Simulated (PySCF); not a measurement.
# Reading a saddle point

A first-order saddle point of SiH5ClO, closed shell, PBE0-D4/def2-TZVP, with one imaginary mode of 1328i cm⁻¹:

```csv
atom,x (Å),y (Å),z (Å)
Si1,-0.4641,-0.2690,-0.2678
H2,1.0983,-0.0275,-0.9292
H3,-0.4411,-1.7054,-0.6152
H4,-1.6199,-0.0773,0.6557
Cl5,-1.1519,0.9792,-1.7878
H6,1.3001,0.1969,0.1316
O7,0.7219,0.0725,1.1196
H8,0.5568,0.8307,1.6930
```

Program: PySCF 2.14 with density fitting (its default auxiliary sets; JK sets also for MP2 and CCSD(T)). Basis: def2-TZVPP and def2-QZVPP. Cores are frozen in the correlated methods. Extrapolation: Hartree–Fock as exp(−7.88 √X), correlation as X^−2.97.

Problem. Which contacts change along the imaginary mode, and what lies on either side? (Judge from chemistry; the calculation decides.)

Solution. The calculation gives: The step is SiH₃Cl ([SiH3][Cl]) + H₂O → SiH₃ClO ([OH][SiH2][Cl]) + H₂, with the molecules in contact on both sides. Shortening one way: Si1–O7, H2–H6; lengthening the same way: Si1–H2, H6–O7.
```tsv
pair	one side (Å)	saddle (Å)	other side (Å)
Si1–O7	2.75	1.86	1.63
H2–H6	2.81	1.10	0.75
Si1–H2	1.48	1.71	3.81
H6–O7	0.96	1.15	2.81
```

Problem. Which side is lower, and how far does the saddle lie above each? (To be estimated.)

Solution. The calculation gives: The side with Si1–O7, H2–H6 short is lower by 68.8 kJ/mol; the saddle lies 241.4 kJ/mol above it and 172.6 kJ/mol above the other (CCSD(T) at an estimated basis limit (MP2 extrapolated from triple and quadruple zeta, plus CCSD(T) − MP2 in triple zeta); electronic energies).

T1 diagnostic: at most 0.011. The start structure is not quite a true minimum (one mode of 53i cm⁻¹).

Labels in which every atom is bracketed show which atoms are joined, not bond orders.

For scale, one of the runs: CCSD(T)/def2-TZVPP, 185 basis functions, launched by `OMP_NUM_THREADS=4 python run.py`. Time: 3.7 min of wall clock on 4 CPU threads of an Arm Neoverse V2; the host was shared. Peak host memory: 1.9 GiB.
